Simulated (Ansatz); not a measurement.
For hcp Zn, LDA (Ansatz, a quantum-chemistry and plane-wave program, plane waves, PAW) gives:

* **lattice constant a**: 2.559 Å
* **c axis length**: 4.803 Å

What does r²SCAN-D4 (plane waves, PAW; Ansatz) give for the same quantities?


- lattice constant a: 2.607 Å (goes up by 1.9 %)
- lattice parameter c: 4.824 Å (increases by 0.4 %)

For comparison: lattice constant a 2.665 Å (measured, 293 K, not corrected to a static lattice, our sources range from 2.660 to 2.665; as tabulated in Wikipedia's data pages); lattice parameter c 4.946 Å (measured, 293 K, no zero-point or thermal correction; as tabulated in Wikipedia's data pages).

Changes are worked out from the printed values.

Unless a cell is named, each level is at its own relaxed cell (LDA 13.62, r²SCAN-D4 14.19 Å³/atom).

Ansatz's density-functional and Hartree–Fock values are scalar-relativistic unless marked +SOC, with PAW data made under PBE.
